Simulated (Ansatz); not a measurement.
# AlCN (triplet): from Hartree-Fock to the top rungs, cc-pVDZ

An exercise on one series of results from a longer session: the logs are not shown, and one member is left open.

Program: Ansatz 0.2.0, Gaussian basis. Level of theory: cc-pVDZ, core rule «outside noble gas», up to 7 orbitals frozen. These are calculated values, not measurements.

Plan: UHF; CCSD(T) on ROHF; CCSD(T) on UHF; BCCD(T) on ROHF; CISD; CCSDT(Q) on ROHF; CCSDT(Q) on UHF.

22 further runs of the same task are left out: 4 for a known fault of the program, 7 that didn't finish, 11 set aside as unsound or not needed.

## The system

The geometry is a PBE0/def2-TZVP stationary point (not a proven minimum) of the parent state, kept for this charge and spin.

3 atoms, charge 0, spin multiplicity 3.

Atoms are counted from 1 here; the program's logs count them from 0.

Bond lengths: Al1–C2 2.025 Å, C2–N3 1.157 Å. Angles: Al1–C2–N3 180.0°.

Coordinates:

```
Al    0.00000    0.00000    1.73590
C     0.00000    0.00000   -0.28940
N     0.00000    0.00000   -1.44650
```

Set-up of the first run:

The input, in.yaml:

```yaml
crystal:
  periodic: [false, false, false]
  atoms:
    - {symbol: Al, position_ang: [0.000000, 0.000000, 1.735900]}
    - {symbol: C, position_ang: [0.000000, 0.000000, -0.289400]}
    - {symbol: N, position_ang: [0.000000, 0.000000, -1.446500]}
basis:
  gaussian: {orbitals: cc-pVDZ}
magnetization: {spin_polarized: true, initial_magnetization: 2}
hamiltonian: {xc: hf}
output: {orbitals: {seedname: orbitals}}
```

The run is started by

```
$ ansatz run in.yaml --threads 1 --pin off --events-out ev --progress --plain --max-ram 2393MiB
```

Steps of the session up to this table: UHF; CCSD(T) on ROHF; CCSD(T) on UHF; BCCD(T) on ROHF; CISD; CCSDT(Q) on ROHF; CCSDT(Q) on UHF.

One table of the session follows, with a row left open; its other results are not shown here.

It belongs to the step «Misses and costs». 

```
   method  from RCCSDT(Q) (kJ/mol)
     ROHF                   +852.0
      UHF                   +849.7
     RMP2                    +70.8
     UMP2                        ?
     CISD                   +112.3
    RCCSD                    +43.3
    UCCSD                    +43.2
 RCCSD(T)                     +5.9
 UCCSD(T)                     +5.9
  BCCD(T)                     +5.8
   RCCSDT                     +4.6
   UCCSDT                     +4.5
RCCSDT(Q)                        0
UCCSDT(Q)                     -0.2
```

Q: Estimate the row for UMP2 from the others.

As computed: from RCCSDT(Q) (kJ/mol): +72.2. In the column «from RCCSDT(Q) (kJ/mol)» it lies between RMP2 (+70.8) and CISD (+112.3).

Caveats from the session: Restricted and unrestricted rows rest on different reference determinants; where their highest levels disagree by more than a few hundredths of an eV, they describe different states and don't form one ladder.
